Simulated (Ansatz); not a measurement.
Reaction (SMILES): C=C=O → 2 C atom + 2 H atom + O atom
B3LYP-D3(BJ)/def2-TZVP geometries, fixed; electronic energies without zero-point terms.

Energies in hartree at MP2 with Ansatz (a quantum-chemistry and plane-wave program); the atomisation energy is their sum with the coefficients shown, times 627.509 kcal/mol a hartree. All functions are spherical. Cores are frozen. Open shells are unrestricted. No added dispersion term, no relativity.

```json
[
 {"species": "C=C=O", "coefficient": "-1", "part": "Hartree-Fock", "cc-pVDZ": "-151.74029", "cc-pVTZ": "-151.78469", "cc-pVQZ": "-151.79577"},
 {"species": "C=C=O", "coefficient": "-1", "part": "correlation", "cc-pVDZ": "-0.43582", "cc-pVTZ": "-0.53884", "cc-pVQZ": "-0.57640"},
 {"species": "C atom", "coefficient": "+2", "part": "Hartree-Fock", "cc-pVDZ": "-37.68654", "cc-pVTZ": "-37.69157", "cc-pVQZ": "-37.69331"},
 {"species": "C atom", "coefficient": "+2", "part": "correlation", "cc-pVDZ": "-0.05176", "cc-pVTZ": "-0.06692", "cc-pVQZ": "-0.07206"},
 {"species": "H atom", "coefficient": "+2", "part": "Hartree-Fock", "cc-pVDZ": "-0.49928", "cc-pVTZ": "-0.49981", "cc-pVQZ": "-0.49995"},
 {"species": "O atom", "coefficient": "+1", "part": "Hartree-Fock", "cc-pVDZ": "-74.79217", "cc-pVTZ": "-74.81176", "cc-pVQZ": "-74.81729"},
 {"species": "O atom", "coefficient": "+1", "part": "correlation", "cc-pVDZ": "-0.10196", "cc-pVTZ": "-0.14315", "cc-pVQZ": "-0.15759"}
]
```

Problem. Predict the atomisation energy in cc-pV5Z (X = 5): let each Hartree-Fock step shrink by the ratio of the last two, and fit each correlation energy at X = 3 and 4 to E + A/X^3. Compare with the run.

Solution. 
- C=C=O: steps -0.04440 and -0.01108, ratio 0.250, so Hartree-Fock -151.79854 (run: -151.79834); A = (-0.53884 - (-0.57640))/(1/27 - 1/64) = 1.7542, correlation -0.57640 - A/64 + A/125 = -0.58978 (run: -0.59132).
- C atom: steps -0.00503 and -0.00174, ratio 0.346, so Hartree-Fock -37.69391 (run: -37.69368); A = (-0.06692 - (-0.07206))/(1/27 - 1/64) = 0.2401, correlation -0.07206 - A/64 + A/125 = -0.07389 (run: -0.07415).
- H atom: steps -0.00053 and -0.00014, ratio 0.264, so Hartree-Fock -0.49999 (run: -0.49999).
- O atom: steps -0.01959 and -0.00553, ratio 0.282, so Hartree-Fock -74.81885 (run: -74.81878); A = (-0.14315 - (-0.15759))/(1/27 - 1/64) = 0.6744, correlation -0.15759 - A/64 + A/125 = -0.16273 (run: -0.16368).
Predicted 546.66 kcal/mol; the run in cc-pV5Z gives 546.91, a miss of -0.25. Keeping the value in cc-pVQZ, 543.83, would miss by -3.08. All sums are of the energies as printed.
